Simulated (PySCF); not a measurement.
**Level sweep**

Methyl propyl ether, C4H10O.
Structure used (PBE0-D3(BJ)/def2-SVP), in Å, numbered top down from 1:
```xyz
15
C4H10O angstrom
C     -1.9764   -0.9302   -0.7530
C     -0.4682   -0.7672   -0.8337
C      0.0766    0.1845    0.2090
O      1.4624    0.2809    0.0681
C      2.0559    1.1391    0.9872
H     -2.3453   -1.6250   -1.5217
H     -2.4951    0.0310   -0.8999
H     -2.2883   -1.3260    0.2272
H     -0.1712   -0.3942   -1.8278
H      0.0343   -1.7403   -0.7072
H     -0.1887   -0.1738    1.2280
H     -0.3982    1.1842    0.0981
H      3.1386    1.1462    0.7977
H      1.8859    0.8133    2.0337
H      1.6775    2.1776    0.8943
```

PySCF, dipoles from the SCF density, polarisabilities from static response with core orbitals frozen. One conformer (not necessarily the lowest) at the PBE0-D3(BJ)/def2-SVP geometry, without solvent, vibrations or thermal averaging.

Reference polarisability: 8.860 Å³ (measured, gas; NIST CCCBDB Release 22 (SRD 101), experimental polarizabilities). The anisotropy is √(½[(α1 − α2)² + (α2 − α3)² + (α3 − α1)²]).

```tsv
level	μ (D)	α (Å³)	error (%)	anisotropy (Å³)
LDA/def2-SVPD	1.005	9.08	+2.5	2.61
PBE/def2-SVPD	0.964	8.93	+0.8	2.59
B3LYP/def2-SVPD	1.063	8.64	-2.5	2.40
PBE0/def2-SVPD	1.063	8.55	-3.5	2.40
BHandHLYP/def2-SVPD	1.158	8.29	-6.4	2.23
CAM-B3LYP/def2-SVPD	1.129	8.50	-4.1	2.28
wB97X-D/def2-SVPD	1.102	8.48	-4.3	2.27
LC-wPBE/def2-SVPD	1.162	8.27	-6.7	2.18
HF/def2-SVPD	1.238	7.95	-10.2	2.02
PBE0/6-31G*	1.033	7.12	-19.7	1.99
PBE0/6-31+G*	1.157	7.83	-11.6	1.97
PBE0/def2-SVP	1.072	7.37	-16.8	2.08
PBE0/aug-cc-pVDZ	1.000	8.77	-1.0	2.53
PBE0/def2-TZVP	0.978	8.31	-6.2	2.32
PBE0/def2-TZVPD	1.002	8.75	-1.3	2.51
```

For the polarisability, the smallest error is 0.8% (PBE/def2-SVPD) and the largest 19.7% (PBE0/6-31G*). The dipole runs from 0.96 D (PBE/def2-SVPD) to 1.24 D (HF/def2-SVPD). In one basis (def2-SVPD) the functionals order the polarisability from HF (lowest) to LDA (highest), a spread of 14%. With PBE0 the polarisability is 7.60 Å³ without diffuse functions (mean of 6-31G*, def2-SVP and def2-TZVP) and 8.47 Å³ with them (mean of 6-31+G*, def2-SVPD, aug-cc-pVDZ and def2-TZVPD). Measured values can belong to vibrating molecules and may average over conformers; the computed ones are for one fixed geometry.
